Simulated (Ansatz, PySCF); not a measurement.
Potential energy curve for SMILES C=C=C. The C1–C4 bond (C1 also carries H, H; C4 carries C) is stretched with both fragments frozen at the PBE0/def2-TZVP optimised geometry.

Methods: RKS-PBE = restricted PBE/cc-pVDZ (Ansatz, a quantum-chemistry and plane-wave program); UKS-PBE = unrestricted PBE/cc-pVDZ in Ansatz; RKS-B3LYP = restricted B3LYP/cc-pVDZ in PySCF; UCCSD(T) = CCSD(T) on UHF/cc-pVDZ, 3 core orbitals frozen (PySCF).

Energies relative to the lowest point of each curve near equilibrium, in eV; the last columns give the difference from UCCSD(T):

```csv
R / Å,RKS-PBE,UKS-PBE,RKS-B3LYP,UCCSD(T),RKS-PBE − UCCSD(T),UKS-PBE − UCCSD(T),RKS-B3LYP − UCCSD(T)
0.97,7.991,7.991,7.848,8.539,-0.548,-0.548,-0.691
1.03,4.773,4.773,4.653,5.175,-0.403,-0.403,-0.522
1.09,2.618,2.618,2.524,2.901,-0.283,-0.283,-0.377
1.18,0.786,0.786,0.731,0.931,-0.145,-0.145,-0.199
1.23,0.282,0.282,0.250,0.368,-0.086,-0.086,-0.118
1.26,0.109,0.109,0.091,0.164,-0.055,-0.055,-0.074
1.30,0.000,0.000,0.000,0.020,-0.020,-0.020,-0.020
1.34,0.004,0.004,0.023,0.000,0.004,0.004,0.023
1.38,0.099,0.099,0.136,0.085,0.014,0.014,0.051
1.42,0.265,0.265,0.321,0.246,0.020,0.020,0.075
1.50,0.752,0.752,0.845,0.732,0.020,0.020,0.113
1.60,1.536,1.536,1.674,1.527,0.009,0.009,0.147
1.75,2.851,2.851,3.055,2.863,-0.012,-0.012,0.192
1.96,4.637,4.611,4.920,4.607,0.029,0.004,0.313
2.17,6.166,6.009,6.505,5.983,0.183,0.026,0.523
2.32,7.072,6.807,7.429,6.729,0.342,0.077,0.700
2.60,8.373,7.322,8.695,7.614,0.759,-0.292,1.081
2.84,8.451,7.410,9.372,7.954,0.497,-0.544,1.418
3.19,—,7.404,—,8.132,—,-0.728,—
3.47,—,7.382,—,8.180,—,-0.798,—
3.88,—,7.360,—,8.207,—,-0.847,—
4.50,—,7.347,—,8.220,—,-0.873,—
```

RKS-PBE is furthest from UCCSD(T) at 2.60 (0.759 eV, above); its mean absolute difference over the points is 0.191 eV.

UKS-PBE is furthest from UCCSD(T) at 4.50 (-0.873 eV, below); its mean absolute difference over the points is 0.264 eV.

RKS-B3LYP is furthest from UCCSD(T) at 2.84 (1.418 eV, above); its mean absolute difference over the points is 0.369 eV.

Dashes: no converged value, or the column stops at the first point that the program doubted or that broke a chosen test of continuity, which isn't proof of a fault.

The restricted form behind RKS-PBE, RKS-B3LYP keeps the bonding electrons paired and can't separate into open-shell fragments. The unrestricted determinant behind UKS-PBE is spin-contaminated at 1.96 to 4.50 Å (<S²> up to 1.1, against 0.00 for a pure singlet). The unrestricted determinant behind UCCSD(T) is spin-contaminated at 1.34 to 4.50 Å (<S²> up to 2.3, against 0.00 for a pure singlet).
